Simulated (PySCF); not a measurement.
Ethanimine, C2H5N.
Geometry (PBE0-D3(BJ)/def2-TZVP, Å), atoms numbered from 1 in this order:
```xyz
8
C2H5N angstrom
C     -0.8157   -0.0388   -0.0304
C      0.6013    0.4292   -0.0780
N      1.6488   -0.2467    0.1240
H     -0.8804   -1.1016    0.2107
H     -1.3778    0.5300    0.7165
H     -1.3053    0.1378   -0.9928
H      0.7395    1.4889   -0.3181
H      1.4125   -1.2184    0.3378
```

The closed-shell ground state was solved at several levels (PySCF, density fitting, gas phase, non-relativistic). Geometry: PBE0-D3(BJ)/def2-TZVP; no solvent, vibrations or thermal averaging.

```csv
level,basis functions,HOMO (eV),LUMO (eV),gap (eV),dipole (D)
PBE0/aug-cc-pVTZ,253,-7.60,-0.12,7.48,2.58
PBE0/pcSseg-2,178,-7.58,-0.03,7.55,2.60
wB97X-D/aug-cc-pVTZ,253,-9.53,0.81,10.34,2.62
```

(1) Estimate the row for CAM-B3LYP/aug-cc-pVTZ, a basis of 253 functions; the other rows only guide the guess.

(2) Over all these levels, which gives the widest orbital gap and which the narrowest?

(3) How far do the dipole and the HOMO energy spread over the levels?

## Answers

(1) HOMO -9.07 eV, LUMO 0.20 eV, gap 9.27 eV, dipole 2.64 D.

(2) wB97X-D/aug-cc-pVTZ (range-separated hybrid) has the widest, 10.34 eV, and PBE0/aug-cc-pVTZ (global hybrid, 25 % exact exchange) the narrowest, 7.48 eV. The two share the basis. From the narrowest to the widest the HOMO moves by -1.93 eV and the LUMO by +0.93 eV.

(3) The dipole runs from 2.58 to 2.64 D (mean 2.61 D) and the HOMO from -9.53 to -7.58 eV.
